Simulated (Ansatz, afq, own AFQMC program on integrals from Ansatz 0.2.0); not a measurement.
AFQMC on a folder of integrals that Ansatz 0.2.0 wrote.

```yaml
crystal:
  periodic: [false, false, false]
  atoms:
    - {symbol: Si, position_ang: [0.000000, -0.103052, 0.000000]}
    - {symbol: H, position_ang: [0.000000, 1.435741, -2.596377]}
    - {symbol: H, position_ang: [0.000000, 1.435738, 2.596378]}
basis:
  gaussian: {orbitals: cc-pVDZ}
magnetization: {spin_polarized: false, initial_magnetization: 2}
correlation: {method: ccsd_t, electrons: outside_noble_gas, hamiltonian_folder: ham}
```

```sh
$ ansatz run in.yaml --threads 1 --pin off --events-out ev --progress --plain --max-ram 24576MiB --backend cuda --devices 0, --max-vram 18GiB
```

afq runs on the folder ham with

```
--method phaseless --trial cisd --walkers 4000 --populations 20 --least-time 60 --time-step 0.005 --steps-per-block 50 --equilibration-blocks 40 --max-blocks 4000 --target-error 0.00029 --factor-cut 1e-05 --start spin_pure --seed 2896 --release-times 0.24,0.51,0.99,1.62,2.4 --release-step 0.03 --release-every 3 --taylor-order 6
```

Times are imaginary, in 1/Eh. The walk had a cap of 122 s. With eight or more populations the least sampling time is a fifth of least-time, and the error comes from their spread.

Log:

```
orbitals 23  electrons 4 2  factors 127 of 273
reference energy -289.78412789 Eh
CCSD correlation -0.13235360 Eh in 28 cycles, weight of the determinant in the CISD state 0.6636
energy of the start -289.916495 Eh
 block  time / (1/Eh)  mean weight  energy / Eh
     1     0.250  1.0000  -289.915681
     2     0.500  0.9999  -289.915684
     3     0.750  1.0002  -289.916052
     4     1.000  1.0001  -289.916565
     5     1.250  1.0000  -289.917298
    10     2.500  1.0000  -289.919842
    15     3.750  1.0001  -289.920899
    19     4.750  1.0001  -289.922260
    29     7.250  1.0000  -289.922376
    39     9.750  0.9999  -289.923272
    49    12.250  0.9999  -289.922883
    59    14.750  1.0001  -289.922957
    65    16.250  0.9999  -289.924645
    69    17.250  1.0000  -289.922669
    79    19.750  1.0000  -289.921567
    89    22.250  1.0000  -289.922916
error from the spread of 20 populations
released: time / (1/Eh)  energy / Eh  error  mean overlap
  0.24  -289.922718  0.000191  1.0011
  0.51  -289.923021  0.000169  0.9999
  0.99  -289.923343  0.000183  0.9999
  1.62  -289.923622  0.000170  1.0000
  2.40  -289.923970  0.000139  1.0003
energy -289.922622 +/- 0.000214 Eh
(rows thinned)
```

The run passed its tests (sampling time, drift between the halves within three errors, error under three times the target), which doesn't prove that it has relaxed.

Against this walk (error 5.8 meV) on the same determinant: CCSD(T) 54.0 meV lower, CCSDT(Q) 119.4 meV lower, CCSDTQ 137.3 meV lower, full CI 140.3 meV lower. The error is statistical and leaves out the bias of the constraint. The released energies are still falling (meV from the phaseless value at times in 1/Eh: -3 ± 5 at 0.24, -11 ± 5 at 0.51, -20 ± 5 at 0.99, -27 ± 5 at 1.62, -37 ± 4 at 2.40), so they give no level; they do show a bias of the constraint, and the last of them that isn't too noisy lies 104 meV above full CI. Full CI is exact here, so the walk's 140 meV above it is the walk's own error: the bias of the constraint with this trial. The determinant is a poor start (see the cautions), so the low cluster orders aren't to be relied on, and full CI is the sure value.

Cautions: constraint bias not in the error; lower spins were not checked; a spin-contaminated unrestricted determinant lies lower (UHF 1.83 eV lower, ⟨S²⟩ 2.94); the search met a lower determinant of the same kind, perhaps of another symmetry (23 meV lower); strong correlation (T1 0.126, weight of the determinant 0.66, largest double 0.38); (T) is large, 6 % of the CCSD correlation; the CCSD(T) amplitudes may be one of several solutions (largest double 0.38); the CCSDT(Q) amplitudes may be one of several solutions (largest double 0.45); the CCSDTQ amplitudes may be one of several solutions (largest double 0.43).

The walk took 22 s on 1 × NVIDIA H100 80GB HBM3 with 2 threads of AMD EPYC 7R13 Processor (Zen 3), on a shared host (the card was shared). The log's last line is the phaseless energy.

CCSDT and higher add their correlation energy to the determinant of the CCSD(T) run, since their own runs factorise the integrals more tightly (a shift of under 2 meV).
